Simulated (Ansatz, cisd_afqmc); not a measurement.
System: CH3O, charge 1, singlet. CH3O+ (SMILES C=[OH+]).
B3LYP-D3(BJ)/def2-TZVP minimum from Ansatz (an electronic-structure program):
```xyz
5

O     -0.0979    -0.1422     0.5992
C      0.1102     0.0465    -0.6131
H      0.0911     1.0460    -1.0519
H      0.3117    -0.8456    -1.2054
H     -0.2809     0.6582     1.1425
```
Charge +1, spin multiplicity 1.

Total energies in cc-pVDZ, 12 correlated electrons, 2 frozen orbitals. Radicals and triplets start from unrestricted determinants; spin-orbit coupling is neglected. Correlated methods leave the cores frozen. No relativity. AFQMC/CISD: phaseless, guided by CISD from CCSD amplitudes; bars are statistical, one sigma. Outlying blocks are dropped, and bars are widened where a walk drifts. Over all cases where full CI ran beside it in this data, AFQMC minus full CI had a median of +0.1 mEh and passed +0.4 mEh in a tenth of the cases.

```tsv
method	program	energy (Eh)	minus CCSDTQ (mEh)
HF	Ansatz	-114.17255	336.77
MP2	Ansatz	-114.47837	30.95
CCSD	Ansatz	-114.49922	10.10
CCSD(T)	Ansatz	-114.50813	1.19
CCSDT(Q)	Ansatz	-114.50941	-0.10
CCSDTQ	Ansatz	-114.50932	0.00
AFQMC/CISD	cisd_afqmc	-114.5094 ± 0.0004	0.0 ± 0.4
```

Rough core times of Ansatz's runs on a shared machine: CCSD(T) under 20 s, CCSDT(Q) under 20 s, CCSDTQ 10 min.
